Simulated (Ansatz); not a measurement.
**quartet LiSi: levels of theory in one basis**

| atom | x (Å) | y (Å) | z (Å) |
| --- | --- | --- | --- |
| Li | 0.0000 | 0.0000 | -1.2742 |
| Si | 0.0000 | 0.0000 | 1.2742 |

Basis set: def2-SVP (spherical functions). Correlated methods keep 5 orbitals frozen. Correlation on ROHF uses semicanonical orbitals with singles. Charge 0, multiplicity 4.

Computed with Ansatz (development build ahead of 0.2.0); each method stands on the lowest determinant of its kind that the runs found.

| method | E − E(ROHF) (eV) | <S²> of the determinant |
| --- | --- | --- |
| ROHF | 0.00 | – |
| UHF | -0.01 | 3.75 |
| ROHF-MP2 | -1.57 | – |
| UHF-MP2 | -1.56 | 3.75 |

Question: What does ROHF-CCSD(T) give on the same scale?

Answer: -2.06 eV.
